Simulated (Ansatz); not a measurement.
**C2H6Al radical (SMILES [CH2][AlH][CH3]): one structure at several levels**

A test off equilibrium: a structure displaced at random from a GFN2-xTB minimum is computed at several levels, and each is set against CCSD(T).

The runs use Ansatz 0.2.0, Gaussian basis; single points in def2-TZVPP.

Cores are frozen in the correlated methods. Orbitals are unrestricted.

### 1 Starting geometry

SMILES `[CH2][AlH][CH3]`, 9 atoms, charge 0, spin multiplicity 2.

Atoms are counted from 1 here; the program's logs count them from 0.

Bond lengths: C1–Al2 2.011 Å, C1–H4 1.143 Å, C1–H5 1.228 Å, Al2–C3 1.894 Å, Al2–H6 1.695 Å, C3–H7 1.339 Å, C3–H8 1.023 Å, C3–H9 1.146 Å. Angles: Al2–C1–H4 111.4°, Al2–C1–H5 127.8°, H4–C1–H5 119.0°, C1–Al2–C3 129.8°, C1–Al2–H6 111.6°, C3–Al2–H6 114.9°, Al2–C3–H7 123.4°, Al2–C3–H8 121.1°, Al2–C3–H9 118.9°, H7–C3–H8 92.2°, H7–C3–H9 79.3°, H8–C3–H9 112.2°.

Geometry (Å):

```xyz
9
C2H6Al
C    -1.1839    0.9765   -1.2192
Al    0.0933    0.6523    0.3000
C     0.8067   -0.9740    0.9595
H    -1.8129    0.0478   -1.4416
H    -1.1618    1.8908   -2.0381
H     1.0230    2.0289    0.6383
H     0.5006   -2.1735    0.4480
H     1.8107   -1.1676    0.9156
H     0.3091   -1.4712    1.8637
```

### 2 CCSD(T)/def2-TZVPP

Input file run/in.yaml:

```yaml
crystal:
  periodic: [false, false, false]
  atoms:
    - {symbol: C, position_ang: [-1.183900, 0.976500, -1.219200]}
    - {symbol: Al, position_ang: [0.093300, 0.652300, 0.300000]}
    - {symbol: C, position_ang: [0.806700, -0.974000, 0.959500]}
    - {symbol: H, position_ang: [-1.812900, 0.047800, -1.441600]}
    - {symbol: H, position_ang: [-1.161800, 1.890800, -2.038100]}
    - {symbol: H, position_ang: [1.023000, 2.028900, 0.638300]}
    - {symbol: H, position_ang: [0.500600, -2.173500, 0.448000]}
    - {symbol: H, position_ang: [1.810700, -1.167600, 0.915600]}
    - {symbol: H, position_ang: [0.309100, -1.471200, 1.863700]}
basis:
  gaussian: {orbitals: def2-TZVPP}
magnetization: {spin_polarized: true, initial_magnetization: 1}
correlation: {method: ccsd_t}
scf: {omitted_lower_state_checks: [cluster_reference]}
```

No record of the launch command was kept for these runs.

### 3 PBE0-D4/def2-TZVPP

Changes to run/in.yaml since step 2:

```diff
@@ -15,3 +15,3 @@
 magnetization: {spin_polarized: true, initial_magnetization: 1}
-correlation: {method: ccsd_t}
-scf: {omitted_lower_state_checks: [cluster_reference]}
+hamiltonian: {xc: pbe0, dispersion: d4}
+output: {forces: true, orbitals: {seedname: orbitals}}
```

### 4 wB97M-V/def2-TZVPP

Changes to run/in.yaml since step 3:

```diff
@@ -15,3 +15,3 @@
 magnetization: {spin_polarized: true, initial_magnetization: 1}
-hamiltonian: {xc: pbe0, dispersion: d4}
-output: {forces: true, orbitals: {seedname: orbitals}}
+hamiltonian: {xc: {name: wB97M-V}}
+output: {forces: true}
```

### 5 r2SCAN-D4/def2-TZVPP

Changes to run/in.yaml since step 4:

```diff
@@ -15,3 +15,3 @@
 magnetization: {spin_polarized: true, initial_magnetization: 1}
-hamiltonian: {xc: {name: wB97M-V}}
+hamiltonian: {xc: r2scan, dispersion: d4}
 output: {forces: true}
```

### 6 PBE-D4/def2-TZVPP

Changes to run/in.yaml since step 5:

```diff
@@ -15,3 +15,3 @@
 magnetization: {spin_polarized: true, initial_magnetization: 1}
-hamiltonian: {xc: r2scan, dispersion: d4}
+hamiltonian: {xc: pbe, dispersion: d4}
 output: {forces: true}
```

### 7 LC-wPBE/def2-TZVPP

Changes to run/in.yaml since step 6:

```diff
@@ -15,3 +15,3 @@
 magnetization: {spin_polarized: true, initial_magnetization: 1}
-hamiltonian: {xc: pbe, dispersion: d4}
+hamiltonian: {xc: {name: LC-wPBE}}
 output: {forces: true}
```

### 8 r2SCAN0-D4/def2-TZVPP

Changes to run/in.yaml since step 7:

```diff
@@ -15,3 +15,3 @@
 magnetization: {spin_polarized: true, initial_magnetization: 1}
-hamiltonian: {xc: {name: LC-wPBE}}
+hamiltonian: {xc: {name: r2SCAN0}, dispersion: d4}
 output: {forces: true}
```

(Steps that only read results are left out.)

**Question.** What will these runs give? Wanted: energy less free atoms, CCSD(T)/def2-TZVPP; RMS force component; HOMO and LUMO, PBE0-D4; T1 diagnostic.

**Answer**, as computed:

| quantity | value |
| --- | --- |
| energy less free atoms, CCSD(T)/def2-TZVPP | -28.613 eV |
| RMS force component | 1.839 to 2.034 eV/Å over the methods |
| HOMO and LUMO, PBE0-D4 | -6.97 and -2.56 eV |
| T1 diagnostic | 0.013 |

In words: Against CCSD(T) the functionals' energies less atoms differ by -1.035 to -0.573 eV, PBE-D4 by -1.035 eV. The reference is not at the basis limit: in triple zeta CCSD(T) underbinds, which counts against methods that bind more; the gaps are no ranking. No sound CCSD(T) forces are at hand. Among the functionals the RMS force differs by up to 11 %.
